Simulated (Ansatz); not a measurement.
# C₂H₆Si: basis-set convergence

One table from this session's results is given with a row withheld; the runs are named, their logs left out.

The runs use Ansatz 0.2.0, Gaussian basis; one geometry, several basis sets.

Plan: PBE0-D4/def2-SVP; ωB97M-V/def2-SVP; PBE0-D4/def2-QZVPP; ωB97M-V/def2-QZVPP; the functionals' def2-TZVPP values are taken from earlier runs.

## The relaxed structure

All runs share one geometry, relaxed beforehand with PBE0-D4 in a triple-zeta def2 set.

SMILES `C[Si]C`, 9 atoms, charge 0, spin multiplicity 1.

Atoms are counted from 1 here; the program's logs count them from 0.

Bond lengths: C1–Si2 1.896 Å, C1–H4 1.102 Å, C1–H5 1.091 Å, C1–H6 1.095 Å, Si2–C3 1.896 Å, C3–H7 1.095 Å, C3–H8 1.091 Å, C3–H9 1.102 Å. Angles: Si2–C1–H4 105.3°, Si2–C1–H5 113.7°, Si2–C1–H6 114.0°, H4–C1–H5 107.1°, H4–C1–H6 106.4°, H5–C1–H6 109.8°, C1–Si2–C3 97.8°, Si2–C3–H7 113.9°, Si2–C3–H8 113.7°, Si2–C3–H9 105.3°, H7–C3–H8 109.8°, H7–C3–H9 106.4°, H8–C3–H9 107.1°.

Coordinates:

```xyz
9
C2H6Si
C    -0.5274    1.0473   -0.8053
Si    0.8968   -0.1997   -0.9128
C     0.6019   -1.0694    0.7460
H    -1.4307    0.4804   -1.0822
H    -0.4397    1.8750   -1.5110
H    -0.7035    1.4367    0.2026
H    -0.4556   -1.1930    1.0010
H     1.1179   -2.0266    0.8373
H     1.0288   -0.3970    1.5071
```

The first run:

in.yaml reads:

```yaml
crystal:
  periodic: [false, false, false]
  atoms:
    - {symbol: C, position_ang: [-0.527427, 1.047300, -0.805291]}
    - {symbol: Si, position_ang: [0.896772, -0.199698, -0.912831]}
    - {symbol: C, position_ang: [0.601929, -1.069429, 0.745965]}
    - {symbol: H, position_ang: [-1.430677, 0.480447, -1.082191]}
    - {symbol: H, position_ang: [-0.439686, 1.875014, -1.510957]}
    - {symbol: H, position_ang: [-0.703532, 1.436689, 0.202630]}
    - {symbol: H, position_ang: [-0.455598, -1.193021, 1.000959]}
    - {symbol: H, position_ang: [1.117940, -2.026568, 0.837276]}
    - {symbol: H, position_ang: [1.028780, -0.397035, 1.507139]}
basis:
  gaussian: {orbitals: def2-SVP}
hamiltonian: {xc: pbe0, dispersion: d4}
output: {orbitals: {seedname: orbitals}}
```

Steps of the session up to this table: PBE0-D4 in def2-SVP; ωB97M-V in def2-SVP; PBE0-D4 in def2-QZVPP; ωB97M-V in def2-QZVPP.

One table of the session follows, with a row left open; its other results are not shown here.

It belongs to the step «Density functionals: the series». 

```
functional       basis  HOMO (eV)  LUMO (eV)
   PBE0-D4    def2-SVP          ?          ?
   PBE0-D4  def2-TZVPP      -5.93      -2.04
   PBE0-D4  def2-QZVPP      -5.97      -2.08
   ωB97M-V    def2-SVP      -7.95       0.07
   ωB97M-V  def2-TZVPP      -8.02      -0.07
   ωB97M-V  def2-QZVPP      -8.05      -0.15
```

**Question.** Estimate the row for PBE0-D4, def2-SVP.

**Answer.** HOMO (eV): -5.88; LUMO (eV): -2.00. In the column «HOMO (eV)» it is the highest.
